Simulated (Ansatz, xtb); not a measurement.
**H3N2P: which of two isomers lies lower**

Structure X is `[H]N=[PH]=N[H]`, a singlet and structure Y is `N1NP1`, a singlet. Both are isolated molecules in the gas phase, relaxed with PBE0-D3(BJ)/def2-SVP.

X (Å):

```xyz
6

N    -2.2337    1.3345    2.1436
N    -1.9369   -1.4814    1.3547
P    -1.7130    0.0497    1.4496
H    -3.0099    1.2329    2.7974
H    -0.6565    0.3994    0.5989
H    -2.6815   -1.8829    1.9245
```

Y (Å):

| atom | x (Å) | y (Å) | z (Å) |
| --- | --- | --- | --- |
| N | -0.2594 | -0.2233 | -0.1027 |
| N | -0.0129 | 1.0230 | 0.6020 |
| P | 0.6626 | 0.9695 | -1.0263 |
| H | -1.2345 | -0.1687 | -0.4135 |
| H | 1.9419 | 0.3634 | -0.7729 |
| H | 0.7045 | 0.8105 | 1.3005 |

Task: Estimate which is lower in electronic energy at CCSD(T)/def2-TZVPP, and by roughly how much.

Result: The CCSD(T)/def2-TZVPP calculation puts structure X lower, by 105.2 kJ/mol.

Level by level:

```tsv
level	geometry	E(Y) − E(X) (kJ/mol)	departure from the last row (kJ/mol)	job, with rough time for the two
GFN2-xTB	GFN2-xTB	−9.3	−114.6	optimisation, 0.43 s
HF/STO-3G	GFN2-xTB	−346.9	−452.1	single point, 0.91 s
r2SCAN-D4/def2-SVP	GFN2-xTB	+95.2	−10.0	single point, 5.2 s
PBE0-D3(BJ)/def2-SVP	PBE0-D3(BJ)/def2-SVP	+63.3	−41.9	optimisation, 37 s
HF/def2-TZVPP	PBE0-D3(BJ)/def2-SVP	+108.9	+3.6	part of the CCSD(T) run
MP2/def2-TZVPP	PBE0-D3(BJ)/def2-SVP	+123.0	+17.7	part of the CCSD(T) run
CCSD(T)/def2-TZVPP	PBE0-D3(BJ)/def2-SVP	+105.2		single point, 93 s
```

As drawn, Y has 1 N–N, 2 N–P in place of 2 N=P. Structure X has no ring, Y a 3-membered ring.

GFN2-xTB, HF/STO-3G put the two in the other order. The largest departure from CCSD(T)/def2-TZVPP is that of HF/STO-3G, 452.1 kJ/mol.

With harmonic frequencies from PBE0-D3(BJ)/def2-SVP (ideal gas, rigid rotor, one conformer each, 298.15 K, 1 atm): the zero-point term adds +5.2 kJ/mol; ΔH is +109.1 and ΔG +109.2 kJ/mol.

The correlated steps freeze 7 core orbitals. Mirror images aren't counted in ΔG. Programs: Ansatz 0.2.0, xtb 6.7.1; the last row on 1 thread of AMD EPYC (Zen 3) on a shared host.
